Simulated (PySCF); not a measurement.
Compound: C3H5FS.
Numbering: `[F:1][C@@H:2]1[CH2:3][C@H:4]1[SH:5]` (hydrogens: H6 on C2; H7, H8 on C3; H9 on C4; H10 on S5)

The same species was optimised twice, with GFN2-xTB and with PBE0-D3(BJ)/def2-SVP (PySCF), and the same property calculations (PySCF, gas phase) were run on both structures.

```
  coordinate  GFN2-xTB  PBE0-D3(BJ)/def2-SVP  change
  S5–H10 (Å)     1.332                 1.352  +0.020
   C4–S5 (Å)     1.801                 1.786  -0.015
   C3–H8 (Å)     1.079                 1.093  +0.014
   C4–H9 (Å)     1.081                 1.095  +0.014
   C3–H7 (Å)     1.079                 1.093  +0.014
   C2–H6 (Å)     1.083                 1.095  +0.012
   C3–C4 (Å)     1.502                 1.513  +0.011
   C2–C3 (Å)     1.492                 1.485  -0.007
   F1–C2 (Å)     1.361                 1.355  -0.006
   C2–C4 (Å)     1.496                 1.493  -0.003
C2–C4–H9 (°)     118.3                 115.2    -3.1
C3–C4–H9 (°)     118.2                 115.2    -3.0
S5–C4–H9 (°)     113.4                 116.2    +2.8
C2–C4–S5 (°)     118.9                 121.1    +2.2
C4–C2–H6 (°)     120.9                 118.7    -2.2
F1–C2–H6 (°)     110.5                 112.6    +2.1
C3–C2–H6 (°)     121.2                 119.6    -1.6
C4–C3–H7 (°)     117.4                 116.4    -1.0
```

Rotational constants: A = 10280, B = 2224, C = 1990 MHz (GFN2-xTB) against A = 10539, B = 2212, C = 1988 MHz (PBE0-D3(BJ)/def2-SVP). Point groups within 0.08 Å: C1 and C1.

On the GFN2-xTB structure: HOMO (eV) -7.02 [PBE0/pcSseg-1]; LUMO (eV) 0.50 [PBE0/pcSseg-1]; dipole (D) 0.17 [PBE0/pcSseg-1]; GIAO shielding of F1 (ppm) 398.5 [PBE0/pcSseg-1]; GIAO shielding of C2 (ppm) 106.8 [PBE0/pcSseg-1]; GIAO shielding of C3 (ppm) 171.1 [PBE0/pcSseg-1]; GIAO shielding of C4 (ppm) 169.3 [PBE0/pcSseg-1]; GIAO shielding of S5 (ppm) 577.7 [PBE0/pcSseg-1].

Problem. What do these properties become on the PBE0-D3(BJ)/def2-SVP structure?

Solution. 
```json
{"property": "HOMO (eV)", "level": "PBE0/pcSseg-1", "on GFN2-xTB": "-7.02", "on PBE0-D3(BJ)/def2-SVP": "-7.04", "change": "-0.02"}
{"property": "LUMO (eV)", "level": "PBE0/pcSseg-1", "on GFN2-xTB": "0.50", "on PBE0-D3(BJ)/def2-SVP": "0.49", "change": "-0.01"}
{"property": "dipole (D)", "level": "PBE0/pcSseg-1", "on GFN2-xTB": "0.17", "on PBE0-D3(BJ)/def2-SVP": "0.24", "change": "+0.07"}
{"property": "energy, GFN2-xTB geometry as zero (kcal/mol)", "level": "PBE0/pcSseg-1", "on GFN2-xTB": "0.0", "on PBE0-D3(BJ)/def2-SVP": "-0.6", "change": "-0.6"}
{"property": "GIAO shielding of F1 (ppm)", "level": "PBE0/pcSseg-1", "on GFN2-xTB": "398.5", "on PBE0-D3(BJ)/def2-SVP": "396.7", "change": "-1.8"}
{"property": "GIAO shielding of C2 (ppm)", "level": "PBE0/pcSseg-1", "on GFN2-xTB": "106.8", "on PBE0-D3(BJ)/def2-SVP": "107.0", "change": "+0.2"}
{"property": "GIAO shielding of C3 (ppm)", "level": "PBE0/pcSseg-1", "on GFN2-xTB": "171.1", "on PBE0-D3(BJ)/def2-SVP": "168.5", "change": "-2.6"}
{"property": "GIAO shielding of C4 (ppm)", "level": "PBE0/pcSseg-1", "on GFN2-xTB": "169.3", "on PBE0-D3(BJ)/def2-SVP": "169.3", "change": "0.0"}
{"property": "GIAO shielding of S5 (ppm)", "level": "PBE0/pcSseg-1", "on GFN2-xTB": "577.7", "on PBE0-D3(BJ)/def2-SVP": "573.5", "change": "-4.2"}
```

The heavy atoms differ by 0.021 Å rms after alignment. Among all bonds S5–H10 changes most (+0.020 Å). Changes are differences of the printed values. Neither structure is proved a minimum here.

Conformer computed: `[F:1][C@@H:2]1[CH2:3][C@H:4]1[SH:5]`: H–S5–C4–C3 146°.
